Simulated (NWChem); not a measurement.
# B3LYP/LANL2DZ (core potential) run of AlH3SO (SMILES [OH][AlH][SH])

What is the vertical ionisation energy of AlH3SO at B3LYP/LANL2DZ (core potential)? 

The calculation is run with NWChem 7.3.0.

7 further runs of the same task are left out: 2 that didn't finish, 5 set aside as unsound or not needed.

## (1) The system as given

The species is AlH3SO (6 atoms), meant as a singlet with charge 0. As SMILES, `[OH][AlH][SH]`. The coordinates come from a PBE0-D4/def2-TZVP relaxation. This is one conformer, not always the lowest.

Bond lengths: O1–Al2 1.690 Å, Al2–S3 2.186 Å, O1–H4 0.955 Å, Al2–H5 1.569 Å, S3–H6 1.344 Å. Angles: O1–Al2–S3 122.3°, O1–Al2–H5 118.4°, S3–Al2–H5 119.3°, Al2–O1–H4 126.2°, Al2–S3–H6 94.2°.

## (2) A single-point energy at B3LYP/LANL2DZ (core potential)

Contents of calc.nw:

```
START calc
TITLE "AlH3OS B3LYP"
memory stack 880 mb heap 220 mb global 1100 mb
GEOMETRY units angstrom noautosym nocenter noautoz
 O       -1.108900      -0.531100      -0.885000
 Al       0.267100       0.390800      -0.551000
 S        1.228200       0.385700       1.412200
 H       -1.564400      -1.105800      -0.273700
 H        0.868700       1.276400      -1.698100
 H        0.351400      -0.480000       1.949300
END
BASIS spherical bse
 * library LANL2DZ
END
ECP bse
 Al library LANL2DZ
 S library LANL2DZ
END
DFT
 xc b3lyp
 mult 1
 grid fine
 convergence energy 1e-08
 iterations 100
 mulliken
 print low
END
TASK dft energy
```

The run is started by

```bash
nwchem calc.nw > calc.out
```

Output:

```text
[...]
 d= 0,ls=0.0,diis     1    -89.1127727062 -1.23D+02  3.83D-02  5.75D-01     0.5
[...]
 d= 0,ls=0.0,diis     8    -89.1919495381  2.26D-10  3.34D-06  3.25D-08     2.4
         Total DFT energy =      -89.191949538061
      One electron energy =     -191.074554743132
           Coulomb energy =       81.021623169824
    Exchange-Corr. energy =      -12.701434549993
 Nuclear repulsion energy =       33.562416585240
[...]
      Total Density - Mulliken Population Analysis
     ---------------------------------------------
    Atom       Charge   Shell Charges
 -----------   ------   -------------------------------------------------------
    1 O    8     8.88   2.00  0.91  0.93  3.52  1.52
    2 Al   3     2.05   0.63  0.22  0.98  0.23
    3 S    6     6.39   1.04  0.89  2.32  2.14
    4 H    1     0.62   0.49  0.13
    5 H    1     1.15   0.48  0.66
    6 H    1     0.92   0.51  0.41
[...]
```

Run time: 3.3 s. Hardware: 1 thread of AMD EPYC 7R43 (Zen 3), shared host; peak memory 0.11 GiB.

## (3) The doublet cation, same level

Contents of test.nw:

```
start test
title "AlH3OS"
memory stack 880 mb heap 220 mb global 1100 mb
charge 1
geometry units bohr noautosym nocenter noautoz
O   -2.09551730  -1.00363354  -1.67240762
Al   0.50474585   0.73850497  -1.04123909
S    2.32096163   0.72886737   2.66867123
H   -2.95628755  -2.08965915  -0.51721804
H    1.64160508   2.41204643  -3.20894393
H    0.66404976  -0.90706854   3.68364313
end
basis spherical bse
* library LANL2DZ
end
ecp bse
Al library LANL2DZ
S library LANL2DZ
end
dft
xc b3lyp
mult 2
grid fine
convergence energy 1e-08
iterations 100
mulliken
noprint "final vectors analysis"
end
task dft
```

The run is started by

```bash
nwchem test.nw > test.out
```

Output:

```text
[...]
          Wavefunction type:  spin polarized.
          No. of atoms     :     6
          No. of electrons :    19
[...]
          Charge           :     1
          Spin multiplicity:     2
[...]
          AO basis - number of functions:    31
[...]
              XC Information
              --------------
                         B3LYP Method XC Potential
                     Hartree-Fock (Exact) Exchange  0.200
                        Slater Exchange Functional  0.800 local
                    Becke 1988 Exchange Functional  0.720 non-local
              Lee-Yang-Parr Correlation Functional  0.810
                  VWN I RPA Correlation Functional  0.190 local
[...]
 d= 0,ls=0.0,diis     1    -88.4770733621 -1.22D+02  1.09D-01  7.11D-01     0.6
[...]
 d= 0,ls=0.5,diis    67    -88.8118368323 -8.90D-09  6.01D-08  3.05D-08    30.2
[...]
         Total DFT energy =      -88.811836838984
      One electron energy =     -186.171610654469
           Coulomb energy =       76.175738090513
    Exchange-Corr. energy =      -12.378378437988
 Nuclear repulsion energy =       33.562414162960
[...]
      Total Density - Mulliken Population Analysis
     ---------------------------------------------
    Atom       Charge   Shell Charges
 -----------   ------   -------------------------------------------------------
    1 O    8     8.75   2.00  0.93  0.93  3.48  1.40
    2 Al   3     1.96   0.64  0.23  0.99  0.10
    3 S    6     5.85   1.06  0.93  2.28  1.58
    4 H    1     0.57   0.48  0.10
    5 H    1     1.05   0.47  0.58
    6 H    1     0.82   0.51  0.32
[...]
      <S2> =      0.7561 (Exact =     0.7500)
[...]
```

Run time: 32 s. Hardware: 1 thread of AMD EPYC 7R43 (Zen 3), shared host; peak memory 0.11 GiB.

## (4) Outcome

Level: B3LYP/LANL2DZ (core potential).

```
                                          quantity         value
                      singlet AlH3SO: total energy  -89.19195 Eh
                      doublet cation: total energy  -88.81184 Eh
                              doublet cation: ⟨S²⟩         0.756
vertical ionisation energy (to the doublet cation)     10.343 eV
```

**Reading.** Removing an electron at fixed nuclei costs 10.34 eV (239 kcal/mol). Mulliken charges (singlet AlH3SO) run from -0.88 on O1 to +0.95 on Al2.
